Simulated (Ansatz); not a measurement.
## SnH⁻, quintet: the ladder up to full CI

Geometry: that of the SnH⁻, triplet, kept fixed. The triplet lies 3.9 eV lower here.

```xyz
2

Sn    0.0000    0.0000    0.0000
H     0.0000    0.0000    1.8112
```

Basis def2-SVPD with its core potentials; Ansatz 0.2.0. Correlated methods freeze the noble-gas cores and the filled d shells of p-block atoms, which leaves 6 electrons in 31 orbitals. R marks a restricted (for open shells ROHF) determinant, U an unrestricted one. Active spaces: valence = (6e, 5o) chosen from the atoms' valence shells. No spin–orbit coupling is included; scalar relativity enters through the core potentials alone. This anion state lies near or above the neutral species, so the extra electron is weakly bound or unbound and the energies hang on the diffuse functions.

Full CI is exact within this basis and frozen core; it isn't the basis-set limit. The frozen core follows each run's orbitals, which can shift R against U totals by a few meV for light atoms and by up to 0.1 eV past Ca.

For open shells CISD is restricted-active-space CI with the open shells as a complete middle space.

The UHF ⟨S²⟩ is 6.015. The T1 diagnostic (RCCSD) is 0.0435 and the largest doubles amplitude (RCCSD) is 0.065.

```csv
level,E − E(RHF) (eV)
RMP2,-1.5871
RCCSD,-2.0240
RCCSD(T),-2.0871
```

Q: Estimate how far full CI in def2-SVPD lies from RCCSD(T). The table doesn't fix it; the size of (T) and the diagnostics are the guide.

A: Full CI in def2-SVPD lies 0.43 kcal/mol below RCCSD(T), which is 29 % of the (T) step (-1.46 kcal/mol). T1 is raised, and the rest is a large part of (T).

The other levels:

| level | E − E(full CI) (kcal/mol) | share of correlation (%) | wall time |
| --- | --- | --- | --- |
| CISD | 2.10 | 95.68 | 1.2 s |
| BCCD(T) | 0.46 | 99.06 | 2.1 s |
| RCCSDT | 0.03 | 99.94 | – |
| RCCSDT(Q) | -0.02 | 100.05 | 4.9 s |
| CASSCF (valence space) | 48.56 | 0.00 | – |
| NEVPT2 (valence space) | 14.12 | 70.93 | 1.2 s |
| MRCISD (valence space) | 3.65 | 92.48 | – |
| MRCISD+Q (valence space) | 0.46 | 99.05 | 1.4 s |
| MRCISD+Q(relaxed) (valence space) | -0.25 | 100.51 | 1.5 s |

The correlation energy at full CI, counted from RHF, is -2.106 eV. That run took 73 s on 1 thread of Arm Neoverse V2, shared host over 1,322,328 determinants.

Run but not shown, since their state, orbitals or frozen core can't be matched to the reference's or they repeat it: UHF, UMP2, UCCSD, UCCSD(T), UCCSDT, UCCSDT(Q).

Times hold each run's SCF and search for its determinant on a shared host, so for small cases they say little of a method's own cost; they ran on 1 thread of Arm Neoverse V2.

More than 5 meV below full CI, which no variational method can be: MRCISD+Q(relaxed) (valence space).

The full-CI state has the irrep A2 of C2v, in the program's axes (one component, if the state is degenerate).

Natural occupations of full CI about the gap: 1.931 1.000 0.984 0.984 0.980 0.030 0.015 0.012 0.012 0.010; effectively unpaired electrons, Σ n²(2−n)², 4.02.
